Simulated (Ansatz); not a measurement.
Mulliken charges of BH₄N, SMILES `BN` from ωB97M-V/def2-TZVPP in Ansatz (PBE0-D4/def2-TZVP geometry).

| atom | x (Å) | y (Å) | z (Å) | charge (e) |
| --- | --- | --- | --- | --- |
| B1 | -0.128 | -0.680 | -0.026 | -0.127 |
| N2 | 0.146 | 0.677 | 0.011 | -0.218 |
| H3 | 0.226 | -1.368 | 0.887 | 0.035 |
| H4 | -0.712 | -1.129 | -0.969 | 0.035 |
| H5 | -0.122 | 1.314 | -0.721 | 0.138 |
| H6 | 0.632 | 1.121 | 0.771 | 0.138 |

Task: By hand: the dipole of these point charges (1 e Å = 4.8032 D).

Result: Σ q r = (0.038, 0.187, 0.005) e Å, of length 0.191 e Å = 0.92 D.

Task: How does the dipole of the full density compare? (Estimate.)

Result: Computed: (0.081, 0.403, 0.011) e Å, 1.98 D; the point charges give 0.46 times that, at 0° from its direction.

Point charges leave out the atoms' own dipoles, such as those of lone pairs, and Mulliken's split depends on the basis, so the two needn't agree.
